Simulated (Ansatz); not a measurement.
# C₃H₃F₃: up Jacob's ladder to CCSD(T)

One table from this session's results is given with a row withheld; the runs are named, their logs left out.

The runs use Ansatz 0.2.0, Gaussian basis; functionals in def2-TZVPP, the program's frozen cores in correlated methods.

Levels to be run: PBE-D4, r2SCAN-D4, PBE0-D4, B3LYP-D4, ωB97X-V, ωB97M-V, B2PLYP; CCSD(T)/def2-TZVPP; MP2/def2-QZVPP; extrapolation to the limit.

## The relaxed structure

The geometry comes from an earlier relaxation with PBE0-D4 in a triple-zeta def2 set; it is a stationary point, not always the lowest conformer.

SMILES `FCC=C(F)F`, 9 atoms, charge 0, spin multiplicity 1.

Atoms are counted from 1 here; the program's logs count them from 0.

Bond lengths: F1–C2 1.373 Å, C2–C3 1.488 Å, C2–H7 1.097 Å, C2–H8 1.097 Å, C3–C4 1.318 Å, C3–H9 1.083 Å, C4–F5 1.308 Å, C4–F6 1.318 Å. Angles: F1–C2–C3 112.8°, F1–C2–H7 107.9°, F1–C2–H8 107.9°, C3–C2–H7 110.1°, C3–C2–H8 110.1°, H7–C2–H8 107.9°, C2–C3–C4 127.6°, C2–C3–H9 116.6°, C4–C3–H9 115.8°, C3–C4–F5 127.2°, C3–C4–F6 123.1°, F5–C4–F6 109.7°.

The first run:

The input, in.yaml:

```yaml
crystal:
  periodic: [false, false, false]
  atoms:
    - {symbol: F, position_ang: [-1.775476, -0.554450, -0.113726]}
    - {symbol: C, position_ang: [-0.875557, -0.047899, 0.791355]}
    - {symbol: C, position_ang: [0.467140, 0.194725, 0.197121]}
    - {symbol: C, position_ang: [0.849949, -0.029629, -1.044030]}
    - {symbol: F, position_ang: [0.126271, -0.515153, -2.019021]}
    - {symbol: F, position_ang: [2.068813, 0.219709, -1.478220]}
    - {symbol: H, position_ang: [-1.286557, 0.888437, 1.187241]}
    - {symbol: H, position_ang: [-0.797204, -0.758945, 1.622462]}
    - {symbol: H, position_ang: [1.222621, 0.603215, 0.856837]}
basis:
  gaussian: {orbitals: def2-TZVPP}
hamiltonian: {xc: pbe, dispersion: d4}
output: {forces: true, orbitals: {seedname: orbitals}}
```

Command:

```sh
$ ansatz run in.yaml --threads 2 --pin off --events-out ev --progress --plain --max-ram 22528MiB --backend cpu
```

Among the steps run: PBE-D4 (GGA); r2SCAN-D4 (meta-GGA); PBE0-D4 (hybrid); B3LYP-D4 (hybrid); ωB97X-V (range-separated); ωB97M-V (range-separated); B2PLYP (double hybrid); CCSD(T) in def2-TZVPP; MP2 in def2-QZVPP.

One of the session's tables, all rows but one given; the rest of the session is left out.

| method | atomisation energy (kJ/mol) |
| --- | --- |
| PBE-D4 | 3867.3 |
| r2SCAN-D4 | 3729.3 |
| PBE0-D4 | 3740.7 |
| B3LYP-D4 | ? |
| ωB97X-V | 3710.1 |
| ωB97M-V | 3716.3 |
| B2PLYP | 3666.1 |
| HF/def2-TZVPP | 2600.6 |
| MP2/def2-TZVPP | 3723.4 |
| CCSD/def2-TZVPP | 3523.0 |
| CCSD(T)/def2-TZVPP | 3595.7 |
| MP2/CBS | 3819.9 |
| CCSD(T)/CBS | 3692.2 |

Estimate the missing values for B3LYP-D4.

As computed: atomisation energy (kJ/mol): 3695.3. In the column «atomisation energy (kJ/mol)» it lies between CCSD(T)/CBS (3692.2) and ωB97X-V (3710.1).

Caveats from the session: Free atoms (3 F, 3 C, 3 H) were run apart at each level; the atomisation energy is their sum less the molecule, without zero-point or spin-orbit terms.
